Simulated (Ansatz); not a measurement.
# Relaxing Cu₂Au

Method: DFT PBE, scalar-relativistic, plane waves, PAW (Ansatz 0.2.0). Cutoff 420 eV, Γ-centred k mesh, Gaussian smearing, no spin polarisation in the final step.

The start puts Cu₂Au on the fluorite structure type (Fm-3m, No. 225), with Au in place of Ca, Cu in place of F, at a guessed volume.

```
CELL_PARAMETERS angstrom
0.00000 2.78166 2.78166
2.78166 0.00000 2.78166
2.78166 2.78166 0.00000
ATOMIC_POSITIONS crystal
Cu 0.25000 0.25000 0.25000
Cu 0.75000 0.75000 0.75000
Au 0.00000 0.00000 0.00000
```

Cell and atoms relax at zero pressure; the relaxation can't lower the symmetry of the start. After a coarse first stage the cell is made exact in the group found at 0.06 Å.

The zero of energy is the elements' standard structures at the same level; no fitted shifts are applied.

What does it relax into?

It keeps Fm-3m (No. 225). The result has the fluorite structure. Conventional cell: a = 5.918 Å. Cu is coordinated by 4 Au at 2.56 Å and 6 Cu at 2.96 Å; Au has 8 Cu at 2.56 Å.

Space group Fm-3m (No. 225). a = 5.918 Å, b = 5.918 Å, c = 5.918 Å, α = 90.00°, β = 90.00°, γ = 90.00°
```tsv
atom	site	symmetry	x	y	z
Cu	8c	-43m	0.2500	0.7500	0.7500
Au	4a	m-3m	0.0000	0.0000	0.0000
```

What are its volume, energy, density and gap?

The volume per atom is 17.27 Å³, the density is 10.39 g/cm³ and the energy over the elements is 0.28 eV/atom. The gap on the 14×14×14 mesh is 0 eV (a metal).

The final run used a 14×14×14 mesh on its 3-atom cell and 0.10 eV smearing. The k mesh leaves about 4 meV/atom of noise in metals. Spin–orbit coupling is left out. Symmetry constrained the relaxation, so the result can be a saddle point.

Cost: 3 runs of about 0.69 core-minutes in all, on Arm Neoverse V1 (shared hosts).